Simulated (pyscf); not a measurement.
A first-order saddle from PySCF, ωB97X-D3(BJ)/def2-SVP:

```xyz
12

C      0.6812     0.9103    -0.6836
C     -0.6006     1.6568    -0.3700
O     -1.3087     0.9935     0.6774
Si    -3.0802     1.5262     1.0388
H      1.3140     0.8400     0.2139
H      1.2463     1.4318    -1.4722
H      0.4612    -0.1108    -1.0320
H     -1.2436     1.7317    -1.2681
H     -0.3959     2.6884    -0.0313
H     -2.3108     0.2878     0.3256
H     -3.1485     2.8690     0.3657
H     -3.0752     1.8579     2.5015
```
Charge 0, spin multiplicity 1.

Surface: singlet, charge 0. Lowest wavenumbers (cm⁻¹): 1599i, 85, 157, 197, 261.

Problem. Which two sides does it connect, and which bonds change?

Solution. H₃C–CH₂–O–SiH₃ (SMILES CCO[SiH3]) ⇌ H₃C–CH₂–OH (SMILES CCO) + SiH₂ (SMILES [SiH2]) [singlet], a 1,1-elimination read from left to right: O–Si, H–Si broken and H–O formed. At CCSD(T)/def2-TZVPP + ΔMP2(QZVPP) it lies +3.39 eV from the left side and +0.09 eV from the right (each side as separated species at their lowest minima found). On the product side the descent ends in an adduct with a O–Si contact, 1.06 eV under the separated species and 1.05 eV under the saddle at ωB97X-D3(BJ)/def2-TZVP. What is counted as broken (O–Si) persists as a longer contact in the product adduct; parting that adduct is a step of its own. At ωB97X-D3(BJ)/def2-TZVP the barrier from the zero used here is 3.50 eV. H₃C–CH₂–O–SiH₃ lies 0.79 eV over its isomer H₃C–CH₂–SiH₂–OH (electronic energy, ωB97M-D3(BJ)/def2-TZVP). This is the saddle that the search found; another between the same sides may lie lower. The CCSD(T) − MP2 part came from Ansatz, without density fitting, on the same reference.
